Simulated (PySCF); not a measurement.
Calculation: B3LYP-D3(BJ)/def2-TZVP run with PySCF. Isolated molecules, 0 K electronic values unless said otherwise. One relaxed conformer stands for a flexible species; it need not be the lowest. B3LYP has the VWN-RPA correlation part, as in Gaussian. Excitations are Tamm–Dancoff values on a coarser integration grid. The basis has no diffuse functions, so Rydberg states are missing or too high.

Reference species (SMILES): `[Al]([Cl])([Cl])[Cl]` (neutral, multiplicity 1).

```yaml
HOMO–LUMO gap: 7.49 eV
T1 excitation (TDA): 6.13 eV
```

Changed species: `[OH][Al]([Cl])[Cl]` (H–O–Al–Cl torsion 180°) (1 of 3 Cl replaced by OH; the reference has 0 of 3 Cl replaced by OH).

Task: Give the shifts of the HOMO–LUMO gap and T1 excitation (TDA).

Result: the HOMO–LUMO gap goes up by 0.21 eV, to 7.70 eV; the T1 excitation (TDA) goes up by 0.22 eV, to 6.35 eV.
